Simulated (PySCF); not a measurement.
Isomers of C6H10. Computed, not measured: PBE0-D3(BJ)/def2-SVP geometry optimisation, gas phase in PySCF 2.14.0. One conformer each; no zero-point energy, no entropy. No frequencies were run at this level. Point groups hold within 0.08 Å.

**Question.** Order them by energy at this level, lowest first, and give relative energies in kcal/mol.
A. `[CH2:1]1[CH2:2][CH:3]1[CH:4]1[CH2:5][CH2:6]1` with C2–C3–C4–C5 109°
B. `CC(C)=C1CC1`

**Answer.** A (0.0), B (1.4).

As drawn, the higher has a C=C bond outside aromatic rings, which the lower lacks. Neighbours under 2.5 kcal/mol apart (C1CC1C1CC1 and CC(C)=C1CC1) can change places with a better method, another conformer or zero-point energy.

```json
{"SMILES": "C1CC1C1CC1", "E (Eh)": "-234.15806", "E rel (kcal/mol)": "0.0", "dipole (D)": "0.00", "point group": "C2h", "A, B, C (MHz)": "9232, 2262, 2032"}
{"SMILES": "CC(C)=C1CC1", "E (Eh)": "-234.15585", "E rel (kcal/mol)": "1.4", "dipole (D)": "0.24", "point group": "C2v", "A, B, C (MHz)": "6084, 2622, 1924"}
```
